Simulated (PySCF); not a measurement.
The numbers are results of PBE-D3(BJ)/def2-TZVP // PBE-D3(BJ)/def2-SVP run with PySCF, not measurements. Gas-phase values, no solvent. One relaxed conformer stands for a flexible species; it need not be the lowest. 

Reference species (SMILES): `F[Si](F)(F)F` (neutral, multiplicity 1).

- LUMO: -1.11 eV
- S1 oscillator strength: 0.000

Changed species: `CC[Si](F)(CC)CC` (3 of 4 F replaced by C2H5; the reference has 0 of 4 F replaced by C2H5).

Predict the effect on the LUMO and S1 oscillator strength.

the LUMO rises by 1.04 eV, to -0.07 eV; the S1 oscillator strength is nearly the same.
